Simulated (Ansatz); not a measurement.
Basis-set extrapolation for BH3SSi (`B1[SiH2]S1`) (PBE0-D4/def2-TZVP geometry, frozen core, the Gaussian-basis code of Ansatz). Multiplicity 1, RHF reference.

```
                      def2-TZVPP   def2-QZVPP
                 HF  -712.924747  -712.945513
    MP2 correlation    -0.391613    -0.422319
CCSD(T) correlation    -0.451766      not run
```

Energies in hartree. Use E(X) = E(∞) + A·exp(−7.88·√X) for Hartree–Fock and E(X) = E(∞) + B·X^(−2.97) for correlation, with X = 3 and 4, and add CCSD(T) minus MP2 of the smaller set to the MP2 limit.

Question: What is the CCSD(T) energy at the basis-set limit?

Answer: HF limit: -712.945513 + (-0.020766) × 0.13774 = -712.94837. MP2 limit: -0.422319 + (-0.030706) × 0.74074 = -0.44506. Higher-order term: -0.451766 − (-0.391613) = -0.06015. Total: -713.45358 hartree, 2.10 eV below CCSD(T)/def2-TZVPP.
